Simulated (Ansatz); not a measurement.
## Structure relaxation of Ir

The calculation used Ansatz 0.2.0, DFT r2SCAN, scalar-relativistic, plane waves, PAW. Cutoff 500 eV, Γ-centred k mesh, Gaussian smearing, no spin polarisation in the final step.

The start is a database structure of Ir, space group P6_3/mmc (No. 194).

```
Ir
1.0
     2.75138    0.00000    0.00000
    -1.37569    2.38276    0.00000
     0.00000    0.00000    4.46229
Ir
2
Direct
  0.66667 0.33333 0.75000
  0.33333 0.66667 0.25000
```

Steps on the 9×9×4 mesh (2 atoms). 4 of 5 steps are shown, and the free energy counts from the last. Trial steps that were taken back and renewals of the plane-wave basis can be among the rows.

```tsv
step	ΔF (meV/atom)	V (Å³/atom)	P (GPa)
1	11.6	14.63	-9.39
2	59.6	13.43	25.43
3	-0.1	14.29	-1.13
5	0.0	14.24	0.00
```

A final relaxation ran on a 18×18×10 mesh. The relaxed crystal, P6_3/mmc (No. 194):

```
Ir
1.0
     2.72921    0.00000    0.00000
    -1.36461    2.36357    0.00000
     0.00000    0.00000    4.42202
Ir
2
Direct
  0.66667 0.33333 0.75000
  0.33333 0.66667 0.25000
```

```yaml
Volume_per_atom: 14.26 Å³
Density: 22.38 g/cm³
Energy_over_the_standard_structure: 0.09 eV/atom
Gap_on_the_18×18×10_mesh: 0 eV (a metal)
```

Energies count from the standard state of Ir at the same level.

The final run used a 18×18×10 mesh on its 2-atom cell and 0.10 eV smearing. The k mesh leaves about 4 meV/atom of noise in metals. Spin–orbit coupling is left out.

A structure relaxed within its symmetry needn't be a true minimum.